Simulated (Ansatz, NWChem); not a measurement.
A ladder of methods for BOF (SMILES O=BF)

The species is BOF (3 atoms), meant as a singlet with charge 0. As SMILES, `O=BF`. The coordinates come from a PBE0-D4/def2-TZVP relaxation.

```
atom    x (Å)    y (Å)    z (Å)
   O   0.9831  -0.5651   0.4799
   B   0.0203  -0.0116   0.0099
   F  -1.0034   0.5768  -0.4898
```

Quantity: the energy change with the O1–B2 bond stretched from 1.206 to 2.653 Å, in eV. The values are calculated.

```tsv
level	kind	program	value (eV)	less CCSD(T)/cc-pVTZ	CPU time (all runs)
HF/cc-pVTZ (restricted)	Hartree–Fock	NWChem	8.27	-0.84	39 s
PBE/cc-pVTZ (restricted)	GGA	NWChem	9.39	+0.28	79 s
r2SCAN/cc-pVTZ (restricted)	meta-GGA	Ansatz	9.67	+0.56	12 s
B3LYP/cc-pVTZ (restricted)	global hybrid	Ansatz	9.31	+0.20	5.5 s
wB97M-V/cc-pVTZ (restricted)	range-separated hybrid	Ansatz	9.28	+0.17	36 s
RPA@PBE0/cc-pVTZ (restricted)	RPA	Ansatz	8.94	-0.17	11 s
BCCD(T)/cc-pVTZ (restricted)	coupled cluster or CI	Ansatz	9.11	0.00	26 s
CCSD(T)/cc-pVTZ (restricted)	coupled cluster or CI	NWChem	9.11	0.00	6 min
```

Differences are taken from CCSD(T)/cc-pVTZ (restricted) for orientation; it has basis-set and higher-order errors of its own. At this stretch a single reference begins to fail. The first shape isn't each level's own minimum. The values span 8.27 to 9.67 eV. CPU times are rough (shared hosts, several kinds of processor and program).
